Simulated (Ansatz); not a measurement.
Relaxation of BClFH3 (6 atoms, charge 0, multiplicity 1), to a largest force component of 0.03 eV/Å in at most 50 steps.

The calculation used Ansatz 0.2.0, RKS BHLYP-D4/6-31G*.

```xyz
6
Properties=species:S:1:pos:R:3:forces:R:3
B -0.006 0.283 0.055 0.00 -0.01 1.08
Cl -0.015 0.610 1.851 0.00 -0.13 -1.03
H 1.044 0.274 -0.476 0.00 0.01 0.01
H -1.054 0.208 -0.474 0.00 0.01 0.01
F 0.073 -2.167 0.615 0.00 0.12 -0.18
H 0.078 -1.937 1.511 0.00 0.00 0.12
```

Q: Where does it end, and by what steps?

A: It converged. After 5 steps the energy has fallen by 0.067 eV; F5 moved furthest, 0.25 Å.

```json
{"step": "0", "energy less start (eV)": "0.0000", "largest force component (eV/Å)": "1.085", "accepted": "yes"}
{"step": "1", "energy less start (eV)": "-0.0423", "largest force component (eV/Å)": "0.640", "accepted": "yes"}
{"step": "2", "energy less start (eV)": "-0.0331", "largest force component (eV/Å)": "1.313", "accepted": "no"}
{"step": "3", "energy less start (eV)": "-0.0609", "largest force component (eV/Å)": "0.559", "accepted": "yes"}
{"step": "4", "energy less start (eV)": "-0.0659", "largest force component (eV/Å)": "0.234", "accepted": "yes"}
{"step": "5", "energy less start (eV)": "-0.0670", "largest force component (eV/Å)": "0.008", "accepted": "yes"}
```

```xyz
6
Properties=species:S:1:pos:R:3
B -0.001 0.168 0.124
Cl -0.015 0.668 1.835
H 1.039 0.183 -0.430
H -1.043 0.113 -0.425
F 0.070 -1.935 0.524
H 0.070 -1.927 1.453
```

Whether the end is a true minimum wasn't checked by a vibrational analysis.

Time of the run: 13 s on 1 thread of Arm Neoverse V1 (shared host), peak memory 0.12 GiB.
